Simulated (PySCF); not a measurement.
NO₂(OH): calculation against measurement

Isolated NO₂(OH), optimised in PySCF with density fitting and no spin–orbit coupling; def2 sets carry scalar-relativistic core potentials from Rb on. All levels below give a singlet of Cs symmetry: PBE0/def2-TZVP N–O 1.186 Å, N–O 1.201 Å, N–O 1.385 Å, O–H 0.970 Å; B3LYP/def2-TZVP N–O 1.191 Å, N–O 1.207 Å, N–O 1.411 Å, O–H 0.973 Å; PBE/def2-TZVP N–O 1.200 Å, N–O 1.216 Å, N–O 1.444 Å, O–H 0.982 Å.

Question: The tabulated gas-phase entropy at 298.15 K and 1 bar is 266.39 J/(mol K) (Chase, 1998, NIST Chemistry WebBook). What do rigid-rotor harmonic-oscillator sums give?

Answer: PBE0/def2-TZVP 265.1, B3LYP/def2-TZVP 266.1, PBE/def2-TZVP 267.5 J/(mol K).

Question: ΔfH°(298 K) is -134.31 kJ/mol (Chase, 1998, NIST Chemistry WebBook), and for the gaseous atoms N 472.4, O 249.2, H 218.0 kJ/mol (tabulated in the package mendeleev). Compare the atomisation enthalpy with the calculations.

Answer: From the tables it is 472.4 + 3 × 249.2 + 218.0 − (-134.3) = 1572 kJ/mol. To a computed De one adds −ZPE (-71.2), the atoms' spin–orbit lowering from NIST levels (-2.8) and the thermal terms (21.0), all taken at PBE0/def2-TZVP.
| level | De (kJ/mol) | ΔatH°(298 K) | computed − tabulated |
| --- | --- | --- | --- |
| PBE0/def2-TZVP | 1640 | 1587 | 14 |
| B3LYP/def2-TZVP | 1626 | 1573 | 1 |
| PBE/def2-TZVP | 1828 | 1775 | 203 |
